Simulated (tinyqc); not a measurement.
UHF in the sto-3g basis, for OH-, spin multiplicity 1, step by step (part 1 of 3). The basis has no diffuse functions, so it cannot describe the extra electron: this is an exercise in the method, not the real anion. This run ends on a higher stationary point, not on the lowest solution. Computed by tinyqc, a small Python program that keeps every step (integrals from PySCF). Settings: charge = -1, multiplicity = 1, basis = sto-3g, energy threshold = 1e-09, iteration cap = 83, orthogonalisation = symmetric, start = core, DIIS depth = 6, shift = 1.0, method = UHF, break = 0.4. Command: `OMP_NUM_THREADS=1 python tinyqc.py 25436 25437 out.jsonl` (the two numbers bound the seeds that draw the settings). One thread of a shared host (Intel(R) Xeon(R) Processor @ 2.60GHz), about 0.2 s of CPU time with the checks. Later iterations appear only in the table of the cycle.

## One-electron integrals

Geometry (angstrom):
```
atom        x        y        z
O     0.00000  0.00000  0.00000
H     0.00000  0.00000  1.93800
```

Basis sto-3g: exponents (1/bohr^2) and contraction coefficients of normalised primitives:
```
element  l (shell)   exponent  coefficient
O            s (1)  130.70932      0.15433
O            s (1)   23.80886      0.53533
O            s (1)    6.44361      0.44463
O            s (2)    5.03315     -0.09997
O            s (2)    1.16960      0.39951
O            s (2)    0.38039      0.70012
O            p (3)    5.03315      0.15592
O            p (3)    1.16960      0.60768
O            p (3)    0.38039      0.39196
H            s (1)    3.42525      0.15433
H            s (1)    0.62391      0.53533
H            s (1)    0.16886      0.44463
```

Overlap, kinetic and nuclear-attraction integrals over the contracted functions; the nuclear repulsion is the sum of Za Zb / Rab.

nuclear repulsion = 2.1844261 hartree

overlap S:
```
          1O 1s    1O 2s   1O 2px   1O 2py   1O 2pz    2H 1s
1O 1s   1.00000  0.23670  0.00000  0.00000  0.00000  0.00578
1O 2s   0.23670  1.00000  0.00000  0.00000  0.00000  0.08613
1O 2px  0.00000  0.00000  1.00000  0.00000  0.00000  0.00000
1O 2py  0.00000  0.00000  0.00000  1.00000  0.00000  0.00000
1O 2pz  0.00000  0.00000  0.00000  0.00000  1.00000  0.09418
2H 1s   0.00578  0.08613  0.00000  0.00000  0.09418  1.00000
```

kinetic energy T (hartree):
```
           1O 1s     1O 2s   1O 2px   1O 2py    1O 2pz     2H 1s
1O 1s   29.00320  -0.16801  0.00000  0.00000   0.00000  -0.00184
1O 2s   -0.16801   0.80813  0.00000  0.00000   0.00000  -0.01815
1O 2px   0.00000   0.00000  2.52873  0.00000   0.00000   0.00000
1O 2py   0.00000   0.00000  0.00000  2.52873   0.00000   0.00000
1O 2pz   0.00000   0.00000  0.00000  0.00000   2.52873  -0.00506
2H 1s   -0.00184  -0.01815  0.00000  0.00000  -0.00506   0.76003
```

nuclear attraction V (hartree):
```
            1O 1s     1O 2s    1O 2px    1O 2py    1O 2pz     2H 1s
1O 1s   -60.89151  -7.24771   0.00000   0.00000  -0.00379  -0.18078
1O 2s    -7.24771  -9.32497   0.00000   0.00000  -0.04780  -0.51391
1O 2px    0.00000   0.00000  -9.24646   0.00000   0.00000   0.00000
1O 2py    0.00000   0.00000   0.00000  -9.24646   0.00000   0.00000
1O 2pz   -0.00379  -0.04780   0.00000   0.00000  -9.26460  -0.47018
2H 1s    -0.18078  -0.51391   0.00000   0.00000  -0.47018  -3.40991
```

core Hamiltonian H = T + V (hartree):
```
            1O 1s     1O 2s    1O 2px    1O 2py    1O 2pz     2H 1s
1O 1s   -31.88831  -7.41572   0.00000   0.00000  -0.00379  -0.18262
1O 2s    -7.41572  -8.51684   0.00000   0.00000  -0.04780  -0.53206
1O 2px    0.00000   0.00000  -6.71773   0.00000   0.00000   0.00000
1O 2py    0.00000   0.00000   0.00000  -6.71773   0.00000   0.00000
1O 2pz   -0.00379  -0.04780   0.00000   0.00000  -6.73587  -0.47524
2H 1s    -0.18262  -0.53206   0.00000   0.00000  -0.47524  -2.64988
```

## Two-electron integrals

Functions are numbered as in S; the eight-fold symmetry (ij|kl) = (ji|kl) = (kl|ij) leaves the list below.

Two-electron integrals (ij|kl) in chemists' order, unique and non-zero (hartree):
```
(11|11) 4.78507   (21|11) 0.74138   (21|21) 0.13687   (22|11) 1.11895
(22|21) 0.25663   (22|22) 0.81721   (31|31) 0.02448   (32|31) 0.03781
(32|32) 0.18052   (33|11) 1.11581   (33|21) 0.25668   (33|22) 0.81702
(33|33) 0.88016   (41|41) 0.02448   (42|41) 0.03781   (42|42) 0.18052
(43|43) 0.04744   (44|11) 1.11581   (44|21) 0.25668   (44|22) 0.81702
(44|33) 0.78527   (44|44) 0.88016   (51|51) 0.02448   (52|51) 0.03781
(52|52) 0.18052   (53|53) 0.04744   (54|54) 0.04744   (55|11) 1.11581
(55|21) 0.25668   (55|22) 0.81702   (55|33) 0.78527   (55|44) 0.78527
(55|55) 0.88016   (61|11) 0.01828   (61|21) 0.00335   (61|22) 0.00626
(61|33) 0.00625   (61|44) 0.00625   (61|51) 0.00015   (61|52) 0.00029
(61|55) 0.00627   (61|61) 0.00008   (62|11) 0.05917   (62|21) 0.01381
(62|22) 0.05080   (62|33) 0.04995   (62|44) 0.04995   (62|51) 0.00103
(62|52) 0.00888   (62|55) 0.05245   (62|61) 0.00035   (62|62) 0.00455
(63|31) 0.00125   (63|32) 0.00796   (63|53) 0.00177   (63|63) 0.00057
(64|41) 0.00125   (64|42) 0.00796   (64|54) 0.00177   (64|64) 0.00057
(65|11) 0.05212   (65|21) 0.01229   (65|22) 0.04823   (65|33) 0.04641
(65|44) 0.04641   (65|51) 0.00192   (65|52) 0.01481   (65|55) 0.05183
(65|61) 0.00032   (65|62) 0.00523   (65|65) 0.00647   (66|11) 0.27290
(66|21) 0.06459   (66|22) 0.27247   (66|33) 0.26673   (66|44) 0.26673
(66|51) 0.00376   (66|52) 0.04700   (66|55) 0.28388   (66|61) 0.00161
(66|62) 0.03519   (66|65) 0.04694   (66|66) 0.77461
```

## Orthogonalisation

S = U s U^T; symmetric (Loewdin) form X = U s^(-1/2) U^T, so that X^T S X = 1.

eigenvalues of S: 0.74780  0.91023  1.00000  1.00000  1.08564  1.25633

X:
```
           1O 1s     1O 2s   1O 2px   1O 2py    1O 2pz     2H 1s
1O 1s    1.02197  -0.12309  0.00000  0.00000  -0.00042   0.00505
1O 2s   -0.12309   1.02489  0.00000  0.00000   0.00317  -0.04457
1O 2px   0.00000   0.00000  1.00000  0.00000   0.00000   0.00000
1O 2py   0.00000   0.00000  0.00000  1.00000   0.00000   0.00000
1O 2pz  -0.00042   0.00317  0.00000  0.00000   1.00337  -0.04758
2H 1s    0.00505  -0.04457  0.00000  0.00000  -0.04758   1.00624
```

## Starting guess

The start is the orbitals of the core Hamiltonian, with HOMO and LUMO mixed by +/-0.4 rad for the two spins; D(s) = C_occ C_occ^T for each spin.

D(alpha) at the start:
```
           1O 1s     1O 2s    1O 2px    1O 2py    1O 2pz     2H 1s
1O 1s    1.05954  -0.25172   0.00308  -0.00017  -0.00108   0.00840
1O 2s   -0.25172   1.06431  -0.02213   0.00122   0.00571  -0.03851
1O 2px   0.00308  -0.02213   0.84881   0.00832  -0.01977   0.36071
1O 2py  -0.00017   0.00122   0.00832   0.99954   0.00109  -0.01984
1O 2pz  -0.00108   0.00571  -0.01977   0.00109   1.00643  -0.04860
2H 1s    0.00840  -0.03851   0.36071  -0.01984  -0.04860   0.15622
```

D(beta) at the start:
```
           1O 1s     1O 2s    1O 2px    1O 2py    1O 2pz     2H 1s
1O 1s    1.05954  -0.25172  -0.00308   0.00017  -0.00108   0.00840
1O 2s   -0.25172   1.06431   0.02213  -0.00122   0.00571  -0.03851
1O 2px  -0.00308   0.02213   0.84881   0.00832   0.01977  -0.36071
1O 2py   0.00017  -0.00122   0.00832   0.99954  -0.00109   0.01984
1O 2pz  -0.00108   0.00571   0.01977  -0.00109   1.00643  -0.04860
2H 1s    0.00840  -0.03851  -0.36071   0.01984  -0.04860   0.15622
```

## Iteration 1: building the Fock matrix

J_ij = sum D_kl (ij|kl) with D = D(alpha) + D(beta), K_ij = sum D_kl (ik|jl) for each spin; F = H + J - K(s); E = tr D H + tr D J / 2 - 0.5 sum_s tr D(s) K(s) + E_nn.

Coulomb J (hartree):
```
           1O 1s    1O 2s   1O 2px   1O 2py   1O 2pz    2H 1s
1O 1s   18.21270  3.46084  0.00000  0.00000  0.00141  0.08480
1O 2s    3.46084  8.58525  0.00000  0.00000  0.01440  0.51931
1O 2px   0.00000  0.00000  8.55666  0.00158  0.00000  0.00000
1O 2py   0.00000  0.00000  0.00158  8.58526  0.00000  0.00000
1O 2pz   0.00141  0.01440  0.00000  0.00000  8.59049  0.48955
2H 1s    0.08480  0.51931  0.00000  0.00000  0.48955  2.87928
```

exchange K(alpha) (hartree):
```
           1O 1s     1O 2s    1O 2px    1O 2py    1O 2pz     2H 1s
1O 1s    4.91231   0.85022  -0.00031   0.00002   0.00005   0.02243
1O 2s    0.85022   1.39710  -0.00028   0.00002   0.00083   0.07533
1O 2px  -0.00031  -0.00028   1.04062   0.00693   0.00091   0.09421
1O 2py   0.00002   0.00002   0.00693   1.16613  -0.00005  -0.00518
1O 2pz   0.00005   0.00083   0.00091  -0.00005   1.16741   0.05633
2H 1s    0.02243   0.07533   0.09421  -0.00518   0.05633   0.12616
```

exchange K(beta) (hartree):
```
           1O 1s     1O 2s    1O 2px    1O 2py    1O 2pz     2H 1s
1O 1s    4.91231   0.85022   0.00031  -0.00002   0.00005   0.02243
1O 2s    0.85022   1.39710   0.00028  -0.00002   0.00083   0.07533
1O 2px   0.00031   0.00028   1.04062   0.00693  -0.00091  -0.09421
1O 2py  -0.00002  -0.00002   0.00693   1.16613   0.00005   0.00518
1O 2pz   0.00005   0.00083  -0.00091   0.00005   1.16741   0.05633
2H 1s    0.02243   0.07533  -0.09421   0.00518   0.05633   0.12616
```

F(alpha) (hartree):
```
            1O 1s     1O 2s    1O 2px    1O 2py    1O 2pz     2H 1s
1O 1s   -18.58792  -4.80511   0.00031  -0.00002  -0.00244  -0.12025
1O 2s    -4.80511  -1.32869   0.00028  -0.00002  -0.03423  -0.08808
1O 2px    0.00031   0.00028   0.79831  -0.00535  -0.00091  -0.09421
1O 2py   -0.00002  -0.00002  -0.00535   0.70140   0.00005   0.00518
1O 2pz   -0.00244  -0.03423  -0.00091   0.00005   0.68721  -0.04202
2H 1s    -0.12025  -0.08808  -0.09421   0.00518  -0.04202   0.10324
```

F(beta) (hartree):
```
            1O 1s     1O 2s    1O 2px    1O 2py    1O 2pz     2H 1s
1O 1s   -18.58792  -4.80511  -0.00031   0.00002  -0.00244  -0.12025
1O 2s    -4.80511  -1.32869  -0.00028   0.00002  -0.03423  -0.08808
1O 2px   -0.00031  -0.00028   0.79831  -0.00535   0.00091   0.09421
1O 2py    0.00002   0.00002  -0.00535   0.70140  -0.00005  -0.00518
1O 2pz   -0.00244  -0.03423   0.00091  -0.00005   0.68721  -0.04202
2H 1s    -0.12025  -0.08808   0.09421  -0.00518  -0.04202   0.10324
```

total energy of this density = -73.1229398 hartree

## Iteration 1: diagonalisation and new density

A level shift of 1 hartree raises the virtual space: F + shift (S - S D(s) S), with D(s) the density of one spin. Diagonalise F' = X^T F X, C = X C', fill 5 alpha and 5 beta electrons from the bottom; D(s) = C_occ C_occ^T. Each column has its largest component positive (the first on a tie).

F' = X^T F X (alpha) (hartree):
```
           1         2         3         4         5         6
1  -18.22602  -2.59534  -0.00072   0.00004  -0.00077   0.00773
2   -2.59534  -0.45798   0.01039  -0.00057  -0.02824  -0.07244
3   -0.00072   0.01039   0.94950  -0.01367   0.00627  -0.45284
4    0.00004  -0.00057  -0.01367   0.70186  -0.00034   0.02491
5   -0.00077  -0.02824   0.00627  -0.00034   0.69594  -0.08548
6    0.00773  -0.07244  -0.45284   0.02491  -0.08548   0.96377
```

orbital energies (alpha) (hartree): MO1 -18.59736, MO2 -0.09369, MO3 0.49263, MO4 0.70111, MO5 0.70571, MO6 1.41867

coefficients C (alpha):
```
             MO1       MO2       MO3      MO4       MO5       MO6
1O 1s    0.99423  -0.26494   0.02619  0.00000   0.00571   0.01359
1O 2s    0.02331   1.02350  -0.11865  0.00000  -0.01851  -0.07100
1O 2px  -0.00004   0.02593   0.67610  0.05493  -0.24467  -0.69234
1O 2py   0.00000  -0.00143  -0.03720  0.99849   0.01346   0.03809
1O 2pz   0.00027   0.04326   0.22320  0.00000   0.97062  -0.12342
2H 1s   -0.00120   0.03701   0.68079  0.00000  -0.16475   0.72443
```

F' = X^T F X (beta) (hartree):
```
           1         2         3         4         5         6
1  -18.22602  -2.59534   0.00072  -0.00004  -0.00077   0.00773
2   -2.59534  -0.45798  -0.01039   0.00057  -0.02824  -0.07244
3    0.00072  -0.01039   0.94950  -0.01367  -0.00627   0.45284
4   -0.00004   0.00057  -0.01367   0.70186   0.00034  -0.02491
5   -0.00077  -0.02824  -0.00627   0.00034   0.69594  -0.08548
6    0.00773  -0.07244   0.45284  -0.02491  -0.08548   0.96377
```

orbital energies (beta) (hartree): MO1 -18.59736, MO2 -0.09369, MO3 0.49263, MO4 0.70111, MO5 0.70571, MO6 1.41867

coefficients C (beta):
```
             MO1       MO2       MO3      MO4       MO5       MO6
1O 1s    0.99423  -0.26494   0.02619  0.00000   0.00571   0.01359
1O 2s    0.02331   1.02350  -0.11865  0.00000  -0.01851  -0.07100
1O 2px   0.00004  -0.02593  -0.67610  0.05493   0.24467   0.69234
1O 2py   0.00000   0.00143   0.03720  0.99849  -0.01346  -0.03809
1O 2pz   0.00027   0.04326   0.22320  0.00000   0.97062  -0.12342
2H 1s   -0.00120   0.03701   0.68079  0.00000  -0.16475   0.72443
```

D(alpha) after iteration 1:
```
           1O 1s     1O 2s    1O 2px    1O 2py    1O 2pz     2H 1s
1O 1s    1.05941  -0.25120   0.00941  -0.00052   0.00019   0.00590
1O 2s   -0.25120   1.06251  -0.04915   0.00270  -0.00016  -0.03987
1O 2px   0.00941  -0.04915   0.52067   0.02637  -0.08545   0.50155
1O 2py  -0.00052   0.00270   0.02637   0.99855   0.00470  -0.02759
1O 2pz   0.00019  -0.00016  -0.08545   0.00470   0.99379  -0.00635
2H 1s    0.00590  -0.03987   0.50155  -0.02759  -0.00635   0.49199
```

D(beta) after iteration 1:
```
           1O 1s     1O 2s    1O 2px    1O 2py    1O 2pz     2H 1s
1O 1s    1.05941  -0.25120  -0.00941   0.00052   0.00019   0.00590
1O 2s   -0.25120   1.06251   0.04915  -0.00270  -0.00016  -0.03987
1O 2px  -0.00941   0.04915   0.52067   0.02637   0.08545  -0.50155
1O 2py   0.00052  -0.00270   0.02637   0.99855  -0.00470   0.02759
1O 2pz   0.00019  -0.00016   0.08545  -0.00470   0.99379  -0.00635
2H 1s    0.00590  -0.03987  -0.50155   0.02759  -0.00635   0.49199
```

## Iteration 2: building the Fock matrix

As before.

Coulomb J (hartree):
```
           1O 1s    1O 2s   1O 2px   1O 2py   1O 2pz    2H 1s
1O 1s   17.63786  3.32989  0.00000  0.00000  0.00349  0.08163
1O 2s    3.32989  8.21485  0.00000  0.00000  0.04437  0.50922
1O 2px   0.00000  0.00000  8.14154  0.00500  0.00000  0.00000
1O 2py   0.00000  0.00000  0.00500  8.23223  0.00000  0.00000
1O 2pz   0.00349  0.04437  0.00000  0.00000  8.24766  0.48977
2H 1s    0.08163  0.50922  0.00000  0.00000  0.48977  3.22242
```

exchange K(alpha) (hartree):
```
          1O 1s     1O 2s    1O 2px    1O 2py    1O 2pz     2H 1s
1O 1s   4.90382   0.83738   0.00001   0.00000   0.00008   0.02193
1O 2s   0.83738   1.33625  -0.01722   0.00095  -0.00016   0.08561
1O 2px  0.00001  -0.01722   0.75117   0.02196  -0.04699   0.12718
1O 2py  0.00000   0.00095   0.02196   1.14911   0.00259  -0.00700
1O 2pz  0.00008  -0.00016  -0.04699   0.00259   1.14688   0.08263
2H 1s   0.02193   0.08561   0.12718  -0.00700   0.08263   0.38977
```

exchange K(beta) (hartree):
```
           1O 1s     1O 2s    1O 2px    1O 2py    1O 2pz     2H 1s
1O 1s    4.90382   0.83738  -0.00001   0.00000   0.00008   0.02193
1O 2s    0.83738   1.33625   0.01722  -0.00095  -0.00016   0.08561
1O 2px  -0.00001   0.01722   0.75117   0.02196   0.04699  -0.12718
1O 2py   0.00000  -0.00095   0.02196   1.14911  -0.00259   0.00700
1O 2pz   0.00008  -0.00016   0.04699  -0.00259   1.14688   0.08263
2H 1s    0.02193   0.08561  -0.12718   0.00700   0.08263   0.38977
```

F(alpha) (hartree):
```
            1O 1s     1O 2s    1O 2px    1O 2py    1O 2pz     2H 1s
1O 1s   -19.15427  -4.92321  -0.00001   0.00000  -0.00038  -0.12291
1O 2s    -4.92321  -1.63824   0.01722  -0.00095  -0.00327  -0.10845
1O 2px   -0.00001   0.01722   0.67263  -0.01695   0.04699  -0.12718
1O 2py    0.00000  -0.00095  -0.01695   0.36539  -0.00259   0.00700
1O 2pz   -0.00038  -0.00327   0.04699  -0.00259   0.36492  -0.06811
2H 1s    -0.12291  -0.10845  -0.12718   0.00700  -0.06811   0.18277
```

F(beta) (hartree):
```
            1O 1s     1O 2s    1O 2px    1O 2py    1O 2pz     2H 1s
1O 1s   -19.15427  -4.92321   0.00001   0.00000  -0.00038  -0.12291
1O 2s    -4.92321  -1.63824  -0.01722   0.00095  -0.00327  -0.10845
1O 2px    0.00001  -0.01722   0.67263  -0.01695  -0.04699   0.12718
1O 2py    0.00000   0.00095  -0.01695   0.36539   0.00259  -0.00700
1O 2pz   -0.00038  -0.00327  -0.04699   0.00259   0.36492  -0.06811
2H 1s    -0.12291  -0.10845   0.12718  -0.00700  -0.06811   0.18277
```

total energy of this density = -73.6015044 hartree

## Iteration 2: DIIS over 2 matrices

error matrix X^T (FDS - SDF) X (alpha):
```
          1         2         3         4         5         6
1   0.00000  -0.00003   0.00156  -0.00009  -0.00014  -0.00339
2   0.00003   0.00000  -0.01534   0.00084   0.00048   0.02846
3  -0.00156   0.01534   0.00000   0.00000   0.04557   0.23453
4   0.00009  -0.00084   0.00000   0.00000  -0.00251  -0.01290
5   0.00014  -0.00048  -0.04557   0.00251   0.00000   0.07715
6   0.00339  -0.02846  -0.23453   0.01290  -0.07715   0.00000
```

B (overlaps of the stored error matrices):
```
               1              2
1  4.1996505e-01  3.2521591e-01
2  3.2521591e-01  2.5706962e-01
```

Minimise |sum c_i e_i|^2 with sum c_i = 1: solve [B -1; -1 0][c; lambda] = [0; -1] with B_ij = tr e_i^T e_j summed over both spins, and take F = sum c_i F_i.

DIIS coefficients: -2.56162  3.56162

extrapolated F(alpha) (hartree):
```
            1O 1s     1O 2s    1O 2px    1O 2py    1O 2pz     2H 1s
1O 1s   -20.60504  -5.22574  -0.00082   0.00005   0.00487  -0.12974
1O 2s    -5.22574  -2.43118   0.06061  -0.00333   0.07603  -0.16062
1O 2px   -0.00082   0.06061   0.35069  -0.04669   0.16972  -0.21163
1O 2py    0.00005  -0.00333  -0.04669  -0.49536  -0.00934   0.01164
1O 2pz    0.00487   0.07603   0.16972  -0.00934  -0.46068  -0.13492
2H 1s    -0.12974  -0.16062  -0.21163   0.01164  -0.13492   0.38649
```

extrapolated F(beta) (hartree):
```
            1O 1s     1O 2s    1O 2px    1O 2py    1O 2pz     2H 1s
1O 1s   -20.60504  -5.22574   0.00082  -0.00005   0.00487  -0.12974
1O 2s    -5.22574  -2.43118  -0.06061   0.00333   0.07603  -0.16062
1O 2px    0.00082  -0.06061   0.35069  -0.04669  -0.16972   0.21163
1O 2py   -0.00005   0.00333  -0.04669  -0.49536   0.00934  -0.01164
1O 2pz    0.00487   0.07603  -0.16972   0.00934  -0.46068  -0.13492
2H 1s    -0.12974  -0.16062   0.21163  -0.01164  -0.13492   0.38649
```
